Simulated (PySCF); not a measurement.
Dissociation curve of BF₃, SMILES FB(F)F. The B1–F4 bond (B1 also carries F, F; F4 carries nothing else) is varied alone, starting from the PBE0/def2-TZVP optimised geometry. Each curve is given relative to its own lowest point near equilibrium.

```json
[
 {"R / Å": "0.98", "A": "5.666", "B": "6.173", "C": "6.086"},
 {"R / Å": "1.05", "A": "2.892", "B": "3.348", "C": "3.278"},
 {"R / Å": "1.11", "A": "1.445", "B": "1.826", "C": "1.768"},
 {"R / Å": "1.17", "A": "0.588", "B": "0.868", "C": "0.830"},
 {"R / Å": "1.23", "A": "0.148", "B": "0.304", "C": "0.297"},
 {"R / Å": "1.28", "A": "0.009", "B": "0.074", "C": "0.075"},
 {"R / Å": "1.31", "A": "0.000", "B": "0.014", "C": "0.015"},
 {"R / Å": "1.34", "A": "0.037", "B": "0.000", "C": "0.000"},
 {"R / Å": "1.39", "A": "0.179", "B": "0.059", "C": "0.055"},
 {"R / Å": "1.43", "A": "0.350", "B": "0.166", "C": "0.156"},
 {"R / Å": "1.51", "A": "0.798", "B": "0.494", "C": "0.464"},
 {"R / Å": "1.64", "A": "1.697", "B": "1.228", "C": "1.142"},
 {"R / Å": "1.78", "A": "2.744", "B": "2.141", "C": "1.963"},
 {"R / Å": "1.96", "A": "4.054", "B": "3.322", "C": "3.001"},
 {"R / Å": "2.14", "A": "5.249", "B": "4.396", "C": "3.939"},
 {"R / Å": "2.34", "A": "6.418", "B": "5.382", "C": "4.828"},
 {"R / Å": "2.61", "A": "7.753", "B": "6.305", "C": "5.778"},
 {"R / Å": "2.91", "A": "8.963", "B": "6.857", "C": "6.557"},
 {"R / Å": "3.18", "A": "9.849", "B": "7.088", "C": "—"},
 {"R / Å": "3.56", "A": "10.813", "B": "7.214", "C": "—"},
 {"R / Å": "3.92", "A": "11.463", "B": "7.253", "C": "—"},
 {"R / Å": "4.56", "A": "12.168", "B": "7.270", "C": "—"}
]
```

Energies in eV.

### Question
Assign the columns to these levels of theory: SC-NEVPT2 on CASSCF(2,2)/cc-pVDZ, all electrons correlated in PySCF; PySCF with restricted Hartree-Fock/6-31G*, spherical d; restricted PBE/cc-pVDZ run with PySCF.

### Answer
A is RHF/6-31G*; B is NEVPT2; C is RKS-PBE.

A dash means that the run gave no value there, or that the column was ended at a point which the program doubted or which failed a test of continuity chosen for this set; such a test can also cut sound points.

The restricted form behind RKS-PBE, RHF/6-31G* keeps the bonding electrons paired and can't separate into open-shell fragments.
